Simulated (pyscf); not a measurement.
PySCF, gas phase, ωB97X-D3(BJ)/def2-SVP geometries. Correlated levels are frozen-core, on RHF or UHF. ΔMP2 is the change of the MP2 total energy from the triple- to the quadruple-zeta basis.

### Question
For the elementary gas-phase step `[OH][BH][F]` -> `[BH]=[O]` + `[FH]` (singlet surface; B–F, H–O broken, F–H formed), what barrier and reaction energy does CCSD(T)/def2-TZVPP + ΔMP2(QZVPP) give, measured from the reactant's lowest minimum found?

### Answer
ΔE‡ = 249.7 kJ/mol, ΔE = +194.8 kJ/mol. Zero-point energy shifts the barrier by -15.9 kJ/mol. It is an elimination, with an imaginary mode of 1076i cm⁻¹. On the product side the descent ends in a complex, 24.6 kJ/mol under the separated species and 63.8 kJ/mol under the saddle at ωB97X-D3(BJ)/def2-TZVP. One saddle was located; it need not be the lowest between these sides. The CCSD(T) − MP2 part came from Ansatz, without density fitting, on the same reference.
